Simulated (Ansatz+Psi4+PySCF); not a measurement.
```xyz
2

Na    0.0000    0.0000    0.0042
H     0.0000    0.0000    2.2638
```

Basis set: cc-pVTZ on H; cc-pCVTZ on Na (spherical functions). Left uncorrelated: 1 orbital. Charge 0, multiplicity 1.

Computed with Ansatz (development build ahead of 0.2.0) and Psi4 1.11; each method stands on the lowest determinant of its kind that the runs found. Restricted open shells among the atoms or ions are ROHF, correlated in semicanonical orbitals with singles.

(1) Give the vertical ionization energy (product with multiplicity 2 at the same shape, open shells in the same class of orbitals) of singlet NaH by RHF-MP2, RHF.

## Answers

(1)

```csv
method,ionization energy
RHF-MP2,6.45 eV
RHF,5.64 eV
```
